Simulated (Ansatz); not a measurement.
Ansatz (a quantum-chemistry and plane-wave program) input (B3LYP-D3(BJ)/def2-TZVP):

Ansatz 0.2 input:
```yaml
crystal:
  periodic: [false, false, false]
  atoms:
    - {symbol: N, position_ang: [-0.01385000, 0.10636340, 0.42360857]}
    - {symbol: C, position_ang: [-0.02231130, 1.54941345, -0.14782820]}
    - {symbol: C, position_ang: [1.16748853, -0.56686572, -0.03225438]}
    - {symbol: C, position_ang: [-1.18081654, -0.58223071, -0.04603330]}
    - {symbol: H, position_ang: [0.86400799, 2.01645872, 0.40198782]}
    - {symbol: H, position_ang: [-0.90404054, 2.00933020, 0.41438925]}
    - {symbol: H, position_ang: [1.25230445, -0.62217255, -1.14165820]}
    - {symbol: H, position_ang: [1.19825003, -1.60017380, 0.35553743]}
    - {symbol: H, position_ang: [2.04576088, -0.03329434, 0.33650477]}
    - {symbol: H, position_ang: [-1.25102834, -0.63938667, -1.15640903]}
    - {symbol: H, position_ang: [-2.06997857, -0.05912550, 0.31112453]}
    - {symbol: H, position_ang: [-1.20373793, -1.61559499, 0.34236196]}
basis:
  gaussian:
    orbitals: def2-TZVP
hamiltonian:
  xc: b3lyp
  dispersion: d3bj
total_charge: -1
relax: {f_tol: 0.002, max_steps: 150}
```

Output:

```
Functional definition: B3LYP
integrals: 0.07 GiB planned
1047 factors; their error is unknown
mean field: 0.76 GiB planned
mean field evaluation 1: about -4725.3193 eV, gradient 4.7e1 eV
mean field evaluation 2: about -4705.0846 eV, gradient 8.3e1 eV
mean field evaluation 4: about -4730.9764 eV, gradient 5.3e0 eV
mean field evaluation 8: about -4731.0494 eV, gradient 2.9e-1 eV
mean field evaluation 16: about -4731.0281 eV, gradient 4.3e-4 eV
mean field -4731.02809944 eV, -173.8620758483 hartree, gradient 9.5e-6 eV, S^2 0.000000; 0 other end points of the search recorded, 0 dependent functions left out
the calculation of the forces begins
reference -4731.02835924 eV, -173.8620853959 hartree; 17, 17 occupied and 155, 155 virtual orbitals, 1047 factors
relax step   1: F+E_penalty+E_count = -4731.37978698 eV  Δ(F+E_penalty+E_count) = +0.000e0 eV  max|allowed force component| = 1.133e0 eV/Å  Δτ_max = 0.0000 Å  (30 SCF iters, accepted)
these checks for a lower state are left out or cut short: starts, cluster_reference, orbital_swaps, neighbouring_geometries, increment
integrals: 0.07 GiB planned
1047 factors; their error is unknown
mean field: 0.76 GiB planned
mean field -4731.06604868 eV, -173.8634704572 hartree, gradient 1.7e-5 eV, S^2 0.000000; 0 other end points of the search recorded, 0 dependent functions left out
the calculation of the forces begins
reference -4731.06630932 eV, -173.8634800355 hartree; 17, 17 occupied and 155, 155 virtual orbitals, 1047 factors
relax step   2: F+E_penalty+E_count = -4731.41752106 eV  Δ(F+E_penalty+E_count) = -3.773e-2 eV  max|allowed force component| = 5.427e-1 eV/Å  Δτ_max = 0.0357 Å  (33 SCF iters, accepted)
these checks for a lower state are left out or cut short: starts, cluster_reference, orbital_swaps, neighbouring_geometries, increment
integrals: 0.07 GiB planned
1047 factors; their error is unknown
mean field: 0.76 GiB planned
mean field evaluation 32: about -4731.0783 eV, gradient 7.8e-3 eV
mean field -4731.07834430 eV, -173.8639223128 hartree, gradient 2.5e-5 eV, S^2 0.000000; 0 other end points of the search recorded, 0 dependent functions left out
the calculation of the forces begins
reference -4731.07860471 eV, -173.8639318830 hartree; 17, 17 occupied and 155, 155 virtual orbitals, 1047 factors
relax step   3: F+E_penalty+E_count = -4731.43169394 eV  Δ(F+E_penalty+E_count) = -1.417e-2 eV  max|allowed force component| = 1.347e-1 eV/Å  Δτ_max = 0.0448 Å  (31 SCF iters, accepted)
these checks for a lower state are left out or cut short: starts, cluster_reference, orbital_swaps, neighbouring_geometries, increment
integrals: 0.07 GiB planned
1047 factors; their error is unknown
mean field: 0.76 GiB planned
mean field -4731.08132033 eV, -173.8640316801 hartree, gradient 1.4e-5 eV, S^2 0.000000; 0 other end points of the search recorded, 0 dependent functions left out
the calculation of the forces begins
reference -4731.08158144 eV, -173.8640412757 hartree; 17, 17 occupied and 155, 155 virtual orbitals, 1047 factors
relax step   4: F+E_penalty+E_count = -4731.43399599 eV  Δ(F+E_penalty+E_count) = -2.302e-3 eV  max|allowed force component| = 6.908e-2 eV/Å  Δτ_max = 0.0154 Å  (33 SCF iters, accepted)
these checks for a lower state are left out or cut short: starts, cluster_reference, orbital_swaps, neighbouring_geometries, increment
integrals: 0.07 GiB planned
1047 factors; their error is unknown
mean field: 0.76 GiB planned
mean field -4731.08139469 eV, -173.8640344126 hartree, gradient 1.4e-5 eV, S^2 0.000000; 0 other end points of the search recorded, 0 dependent functions left out
the calculation of the forces begins
reference -4731.08165567 eV, -173.8640440036 hartree; 17, 17 occupied and 155, 155 virtual orbitals, 1047 factors
relax step   5: F+E_penalty+E_count = -4731.43411705 eV  Δ(F+E_penalty+E_count) = -1.211e-4 eV  max|allowed force component| = 7.772e-3 eV/Å  Δτ_max = 0.0026 Å  (32 SCF iters, accepted)
these checks for a lower state are left out or cut short: starts, cluster_reference, orbital_swaps, neighbouring_geometries, increment
integrals: 0.07 GiB planned
1047 factors; their error is unknown
mean field: 0.76 GiB planned
mean field -4731.08140395 eV, -173.8640347529 hartree, gradient 1.4e-5 eV, S^2 0.000000; 0 other end points of the search recorded, 0 dependent functions left out
the calculation of the forces begins
reference -4731.08166492 eV, -173.8640443435 hartree; 17, 17 occupied and 155, 155 virtual orbitals, 1047 factors
relax step   6: F+E_penalty+E_count = -4731.43412101 eV  Δ(F+E_penalty+E_count) = -3.957e-6 eV  max|allowed force component| = 7.693e-4 eV/Å  Δτ_max = 0.0018 Å  (32 SCF iters, accepted)
integrals: 0.07 GiB planned
1047 factors; their error is unknown
mean field: 0.76 GiB planned
mean field evaluation 64: about -4701.2738 eV, gradient 8.7e1 eV
mean field -4731.08140395 eV, -173.8640347529 hartree, gradient 1.4e-5 eV, S^2 0.000000; 1 other end points of the search recorded, 0 dependent functions left out
the calculation of the forces begins
reference -4731.08166492 eV, -173.8640443435 hartree; 17, 17 occupied and 155, 155 virtual orbitals, 1047 factors
Total energy: -4731.43438198 eV, -173.8770064564 hartree
Atom 0 at    -0.012806     0.117854     0.432598 Å, force    -0.000011     0.000629    -0.000097 eV/Å
Atom 1 at    -0.018260     1.522319    -0.130381 Å, force     0.000093     0.000071     0.000334 eV/Å
Atom 2 at     1.168144    -0.571362    -0.018341 Å, force     0.000769    -0.000414    -0.000605 eV/Å
Atom 3 at    -1.180959    -0.585252    -0.030176 Å, force    -0.000622    -0.000228    -0.000596 eV/Å
Atom 4 at     0.851597     2.020004     0.345386 Å, force    -0.000307    -0.000059    -0.000032 eV/Å
Atom 5 at    -0.897283     2.010452     0.338408 Å, force     0.000042    -0.000126    -0.000244 eV/Å
Atom 6 at     1.265628    -0.553043    -1.128768 Å, force    -0.000013    -0.000189     0.000481 eV/Å
Atom 7 at     1.165057    -1.615073     0.326494 Å, force     0.000061    -0.000355    -0.000245 eV/Å
Atom 8 at     2.059617    -0.080913     0.386876 Å, force     0.000376     0.000487     0.000306 eV/Å
Atom 9 at    -1.267236    -0.568437    -1.141539 Å, force     0.000010    -0.000052     0.000433 eV/Å
Atom 10 at    -2.082208    -0.105077     0.365598 Å, force    -0.000259     0.000359     0.000387 eV/Å
Atom 11 at    -1.169242    -1.628751     0.315175 Å, force    -0.000138    -0.000122    -0.000122 eV/Å
Dipole moment:     0.003704    -0.898166     0.374309 e Å
```

It need not be the lowest isomer of its formula. Whether it binds its extra electron was not tested at this geometry.
